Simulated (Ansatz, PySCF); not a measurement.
This PySCF input computes a r2SCAN/def2-TZVPD energy:

```python
from pyscf import gto, scf, dft

mol = gto.M(
    atom='''
    F    -0.00000000   -0.00000000   -1.07291806
    Cl    0.00000000    0.00000000    0.56801544
    ''',
    basis='def2-tzvpd',
    charge=0,
    spin=0,
    verbose=4,
)

mf = dft.RKS(mol, xc='r2scan').density_fit(auxbasis='def2-universal-jkfit')
mf.grids.level = 4
mf.conv_tol = 1e-9
mf.max_cycle = 100
mf.max_memory = 1500
mf.kernel()
if not mf.converged:
    mf = mf.newton()
    mf.kernel(mf.make_rdm1())
mf.analyze()
```

Write an input for the same energy in Ansatz (a first-principles code) and say what it gives.


Ansatz 0.2 input:
```yaml
crystal:
  periodic: [false, false, false]
  atoms:
    - {symbol: F, position_ang: [-0.00000000, -0.00000000, -1.07291806]}
    - {symbol: Cl, position_ang: [0.00000000, 0.00000000, 0.56801544]}
basis:
  gaussian:
    orbitals: def2-TZVPD
hamiltonian:
  xc: {name: r2SCAN}
output: {forces: true}
```
It gives -559.94448 Eh, and PySCF -559.94451 Eh, a difference of 0.03 mEh, from the treatment of integrals and grids.
